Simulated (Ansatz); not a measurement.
# Polycrystal shear modulus of 1T (CdI2-type) SnSe2 at several levels of theory

No measured value is used here.

| level (code) | value (GPa) | cell (Å³/atom) |
|---|---|---|
| LDA (Ansatz) | 20.0 | 24.56 |
| PBEsol (Ansatz) | 16.7 | 25.90 |
| r²SCAN (Ansatz) | 15.2 | 27.80 |
| HSE06-D3(BJ) (Ansatz) | [?] | 24.65 |

Some entries are withheld; supply them.


- HSE06-D3(BJ) (Ansatz, a program for electronic structure), value (GPa): 24.3

LDA: LDA has no dispersion term either, though it tends to give short spacings of layers, chains or molecules. PBEsol, r²SCAN: the cell comes from a level without a dispersion term, which matters for the spacing of layers, chains or molecules. HSE06-D3(BJ): the dispersion coefficients are held fixed in the derivatives. Each level is taken at its own relaxed cell. Cutoffs and k meshes differ between the levels. Ansatz's density-functional and Hartree–Fock values are scalar-relativistic unless marked +SOC, with PAW data made under PBE.
